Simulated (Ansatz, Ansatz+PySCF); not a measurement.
```
atom    x (Å)    y (Å)    z (Å)
   B  -0.0009  -0.0469  -0.8981
   N   0.0271  -0.0101   0.7603
   H   0.0480  -1.1730  -1.2297
   H  -1.0455   0.5784  -1.2845
   H   0.9829   0.5596  -1.2364
   H   0.0302   0.9600   1.1276
   H  -0.8685  -0.4962   1.0983
   H   0.7807  -0.4709   1.0640
```

RHF on singlet BNH₆ was run in several spherical basis sets with Ansatz (development build ahead of 0.2.0).

Q: Rank the basis sets by the total energy that they give, lowest first, with the distance from the lowest.
A. def2-TZVP
B. cc-pVDZ
C. 6-31G(d)
D. 6-31G
E. cc-pVTZ
F. def2-SVP
G. STO-3G

A: E (0.00 eV), A (0.01 eV), B (0.80 eV), C (1.19 eV), D (1.96 eV), F (2.54 eV), G (28.98 eV).

Totals follow the description of the cores as much as that of the bonds, so this order isn't one of quality for chemistry.
